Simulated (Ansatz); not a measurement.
# BS+ (triplet): from Hartree-Fock to the top rungs, def2-QZVPP

The task here is to estimate one member of a computed series from the others.

Method: def2-QZVPP, core rule «outside noble gas», up to 6 orbitals frozen; program: Ansatz 0.2.0, Gaussian basis.

Plan: UHF; ROHF; CCSD(T) on UHF.

2 further runs of the same task are left out: 2 set aside as unsound or not needed.

### What is computed

The geometry is a PBE0/def2-TZVP stationary point (not a proven minimum).

2 atoms, charge 1, spin multiplicity 3.

Atoms are counted from 1 here; the program's logs count them from 0.

Bond lengths: B1–S2 1.703 Å.

Set-up of the first run:

Contents of in.yaml:

```yaml
crystal:
  periodic: [false, false, false]
  atoms:
    - {symbol: B, position_ang: [0.000000, 0.000000, 0.000000]}
    - {symbol: S, position_ang: [0.000000, 0.000000, 1.703300]}
basis:
  gaussian: {orbitals: "def2-QZVPP.json"}
total_charge: 1
magnetization: {spin_polarized: true, initial_magnetization: 2}
hamiltonian: {xc: hf}
output: {orbitals: {seedname: orbitals}}
```

Started as:

```console
$ ansatz run in.yaml --threads 1 --pin off --events-out ev --progress --plain --max-ram 2393MiB
```

Steps of the session up to this table: UHF; ROHF; CCSD(T) on UHF.

One table of the session follows, with a row left open; its other results are not shown here.

```
  method  from UCCSD(T) (meV)
    ROHF              +6410.0
     UHF              +6263.5
    UMP2                    ?
   UCCSD               +340.9
UCCSD(T)                    0
```

Q: Estimate the row for UMP2 from the others.

As computed: from UCCSD(T) (meV): +1018.1. In the column «from UCCSD(T) (meV)» it lies between UCCSD (+340.9) and UHF (+6263.5).
